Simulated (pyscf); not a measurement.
HO–B(OH)–OH + HCl → H₂O + HO–B(OH)–Cl (four-centre exchange; singlet surface; B–O, Cl–H broken, H–O, B–Cl formed). Single points on ωB97X-D3(BJ)/def2-SVP structures (PySCF, gas phase). Rate constants from transition-state theory, ωB97M-D3(BJ)/def2-TZVP energies (ideal gas, 1 atm, RRHO with modes under 100 cm⁻¹ raised to 100, one conformer, R ln 2 for chiral ones without a mode under 150 cm⁻¹; no tunnelling), k in cm³ molecule⁻¹ s⁻¹.

| T (K) | 1000/T | log10 k |
|---|---|---|
| 298 | 3.354 | -29.00 |
| 600 | 1.667 | ? |
| 900 | 1.111 | -17.86 |
| 1200 | 0.833 | -16.33 |

### Question
Fit an Arrhenius line to the three values, give the activation energy, and predict k at 600 K.

### Answer
Least squares gives log10 k = -12.23 − 5.00 × 1000/T, so Ea = 5.00 × ln 10 × 1.987 = 22.9 kcal/mol, against an electronic barrier of 20.9. At 600 K the line gives -20.56; the computed value is -20.73 (ΔG‡ = 40.5 kcal/mol), a factor 1.5 under the line, since the plot is curved. On the reactant side the descent ends in a complex, 6.5 kcal/mol under the separated species and 27.5 kcal/mol under the saddle at ωB97X-D3(BJ)/def2-TZVP. On the product side the descent ends in a complex (not fully relaxed), 4.2 kcal/mol under the separated species and 15.7 kcal/mol under the saddle at ωB97X-D3(BJ)/def2-TZVP. The products may also form a dative adduct at HO–B(OH)–Cl; it and routes through it were not searched. One saddle was located; it need not be the lowest between these sides.
